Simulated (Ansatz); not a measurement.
in.yaml

```yaml
crystal:
  periodic: [false, false, false]
  atoms:
    - {symbol: B, position_ang: [0.000000, 0.000000, 0.000000]}
    - {symbol: Al, position_ang: [0.000000, 0.000000, 2.064300]}
basis:
  gaussian: {orbitals: aug-cc-pVTZ}
total_charge: -1
magnetization: {spin_polarized: true, initial_magnetization: 1}
hamiltonian: {xc: {name: wB97M-V}}
output: {forces: true, orbitals: {seedname: orbitals}}
```

```sh
$ ansatz run in.yaml --threads 2 --pin off --events-out ev --progress --plain --max-ram 16896MiB --backend cuda --devices 0, --max-vram 18GiB
```

Log:

```
  # Of w^i u^j: cxij and so on, Table III.
  gx(w, u) = 1 - cx + cx01*u + cx10*w
  gss(w, u) = css00 + css04*u^4 + css10*w + css20*w^2 + css43*w^4*u^3
  gos(w, u) = cos00 + cos10*w + (cos20 + cos21*u)*w^2 + (cos60 + cos61*u)*w^6
      + integral(e_c_pw_mod_opposite_spin*gos(b97_w_opposite, b97_u_opposite)) + vv10(b, c)
587 factors; their error is unknown
230 factors; integrals over basis functions are off by at most 1.5e-5 eV
mean field evaluation 1: about -7266.6599 eV, gradient 8.4e0 eV
mean field evaluation 2: about -7267.0773 eV, gradient 1.0e1 eV
mean field evaluation 4: about -7268.0150 eV, gradient 1.3e0 eV
mean field evaluation 8: about -7268.0605 eV, gradient 1.1e-1 eV
mean field evaluation 16: about -7268.0697 eV, gradient 1.3e-2 eV
mean field evaluation 32: about -7268.1233 eV, gradient 4.4e-1 eV
mean field evaluation 64: about -7268.1517 eV, gradient 6.5e-2 eV
mean field evaluation 96: about -7268.0625 eV, gradient 1.0e-1 eV
mean field evaluation 128: about -7268.0572 eV, gradient 1.6e-1 eV
mean field evaluation 160: about -7268.0697 eV, gradient 2.1e-5 eV
mean field -7268.48743551 eV, -267.1119864974 hartree, gradient 1.2e-6 eV, S^2 1.760719; 8 other end points of the search recorded, 0 dependent functions left out
the calculation of the forces begins
reference -7268.48745556 eV, -267.1119872340 hartree; 10, 9 occupied and 86, 87 virtual orbitals, 587 factors
Total energy: -7268.48745556 eV, -267.1119872340 hartree
Atom 0 at     0.000000     0.000000     0.000000 Å, force     0.000000     0.000000    -0.219219 eV/Å
Atom 1 at     0.000000     0.000000     2.064300 Å, force    -0.000000    -0.000000     0.219219 eV/Å
Dipole moment:    -0.000000     0.000000     0.517445 e Å
```

Forces (eV/Å):
```
B    0.000  0.000 -0.219
Al   0.000  0.000  0.219
```

Ran on 2 threads of AMD EPYC 7R13 with a shared H100 80 GB, shared host: 9 s wall, 0.87 GiB peak host memory.
